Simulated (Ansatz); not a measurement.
**HfO₂ (P2₁/c, No. 14)**

Computed with PBE-D3(BJ) (Ansatz, a quantum-chemistry and plane-wave program, PAW).

Numerical settings: plane-wave cutoff 520 eV, 8×8×8 k mesh, Fermi–Dirac smearing 0.01 eV, scalar-relativistic PAW data made under PBE.

Cell (relaxed at this level):

```yaml
crystal:
  lattice:
    - [0.00000, 5.12682, 0.00777]
    - [5.20263, 0.00000, 0.00000]
    - [0.00000, -0.86806, -5.23460]
  atoms:
    - { symbol: Hf, position: [0.72344, 0.95757, 0.79181] }
    - { symbol: Hf, position: [0.27656, 0.45757, 0.70819] }
    - { symbol: Hf, position: [0.27656, 0.04243, 0.20819] }
    - { symbol: Hf, position: [0.72344, 0.54243, 0.29181] }
    - { symbol: O, position: [0.55284, 0.24192, 0.52081] }
    - { symbol: O, position: [0.44716, 0.74192, 0.97919] }
    - { symbol: O, position: [0.44716, 0.75808, 0.47919] }
    - { symbol: O, position: [0.55284, 0.25808, 0.02081] }
    - { symbol: O, position: [0.92924, 0.66417, 0.65813] }
    - { symbol: O, position: [0.07076, 0.16417, 0.84187] }
    - { symbol: O, position: [0.07076, 0.33583, 0.34187] }
    - { symbol: O, position: [0.92924, 0.83583, 0.15813] }
```

```
Item                                           Value
-------------------------------------------  -------
bulk modulus                                 175 GPa
band gap                                     4.04 eV
smallest direct gap on the k points sampled  4.13 eV
direct gap at Γ                              4.50 eV
```

Measured, for comparison: band gap 5.7 eV (temperature not stated, no zero-point or thermal correction, our sources range from 5.70 to 5.84; as tabulated in Choudhary et al. (2018), arXiv:1804.01032).

Note: the relaxation could not lower the start's symmetry, so the cell can be a saddle point above a distorted one; the bulk modulus comes from volumes at which shape and atoms were relaxed.

Spin–orbit coupling is not included.
